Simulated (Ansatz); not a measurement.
**CH5Si− (SMILES [CH2-][SiH3]): a rigid scan of the angle C1–Si2–H6**

Aim: the energy along the angle C1–Si2–H6, from CCSD(T) and from cheaper methods, relative to the minimum. No other atom is relaxed.

Method: single points in def2-TZVPPD; program: Ansatz 0.2.0, Gaussian basis.

Levels: PBE-D4, r2SCAN-D4, PBE0-D4, B3LYP-D4, wB97M-V, Hartree-Fock, MP2, CCSD, CCSD(T). The scan takes 82.9, 90.4, 97.9, 105.4, 112.9, 120.4, 127.9, 135.4, 142.9°.

Correlated methods freeze the cores. B3LYP uses VWN-RPA correlation.

36 further runs of the same task are left out: 36 set aside as unsound or not needed.

**1. The starting structure**

The minimum, relaxed at PBE0-D4: SMILES `[CH2-][SiH3]`, 7 atoms, charge -1, spin multiplicity 1.

Atoms are counted from 1 here; the program's logs count them from 0.

Bond lengths: C1–Si2 1.776 Å, C1–H3 1.093 Å, C1–H4 1.093 Å, Si2–H5 1.549 Å, Si2–H6 1.516 Å, Si2–H7 1.516 Å. Angles: Si2–C1–H3 117.9°, Si2–C1–H4 117.9°, H3–C1–H4 112.4°, C1–Si2–H5 125.7°, C1–Si2–H6 112.9°, C1–Si2–H7 112.9°, H5–Si2–H6 98.8°, H5–Si2–H7 98.8°, H6–Si2–H7 105.0°.

Coordinates:

```xyz
7
CH5Si
C    -0.1167   -1.1044    0.3647
Si    0.1030    0.5978   -0.0928
H    -1.1370   -1.4661    0.5151
H     0.5219   -1.8498   -0.1159
H    -0.2725    1.2220   -1.4596
H    -0.6484    1.5546    0.8123
H     1.5499    1.0461   -0.0238
```

Energies of the minimum (eV), from earlier single points: PBE-D4 -8990.16140, r2SCAN-D4 -8994.39186, PBE0-D4 -8991.12826, B3LYP-D4 -8996.96615, wB97M-V -8994.30503, CCSD(T) -8981.20085.

At the minimum the angle C1–Si2–H6 is 112.9°.

**2. C1–Si2–H6 = 82.9°**

ccsdt-tzvppd/in.yaml

```yaml
crystal:
  periodic: [false, false, false]
  atoms:
    - {symbol: C, position_ang: [-0.612078, -0.627300, 0.976312]}
    - {symbol: Si, position_ang: [0.102953, 0.597789, -0.092840]}
    - {symbol: H, position_ang: [-1.688182, -0.579676, 1.161071]}
    - {symbol: H, position_ang: [-0.250069, -1.654934, 0.890762]}
    - {symbol: H, position_ang: [-0.272515, 1.221967, -1.459565]}
    - {symbol: H, position_ang: [-0.648449, 1.554552, 0.812328]}
    - {symbol: H, position_ang: [1.549876, 1.046091, -0.023806]}
basis:
  gaussian: {orbitals: "def2-TZVPPD.json"}
total_charge: -1
correlation: {method: ccsd_t}
```

The basis file named in the input lies beside it (Basis Set Exchange, JSON).

No record of the launch command was kept for these runs.

Further steps of the session: C1–Si2–H6 = 90.4°; C1–Si2–H6 = 97.9°; C1–Si2–H6 = 105.4°; C1–Si2–H6 = 112.9°; C1–Si2–H6 = 120.4°; C1–Si2–H6 = 127.9°; C1–Si2–H6 = 135.4°; C1–Si2–H6 = 142.9°.

Q: Predict the outcome of this session. Wanted: highest point, CCSD(T); lowest point, CCSD(T); minimum along the scan, CCSD(T); RMS deviation from CCSD(T); largest T1 diagnostic.

The runs gave:

| quantity | value |
| --- | --- |
| highest point, CCSD(T) | 0.857 eV at 82.9° |
| lowest point, CCSD(T) | 0.000 eV at 112.9° |
| minimum along the scan, CCSD(T) | 112.9° |
| curvature there | 1.79 meV/deg² |
| RMS deviation from CCSD(T) | PBE-D4 0.033, r2SCAN-D4 0.007, PBE0-D4 0.009, B3LYP-D4 0.003, wB97M-V 0.010, Hartree-Fock 0.076, MP2 0.006, CCSD 0.012 eV |
| largest T1 diagnostic | 0.013 |

In words: A polynomial through the near points puts the CCSD(T) minimum at the PBE0-D4 value. Curvature against CCSD(T): PBE-D4 -7 %, Hartree-Fock +15 %. Best along the scan: B3LYP-D4. Worst: Hartree-Fock.
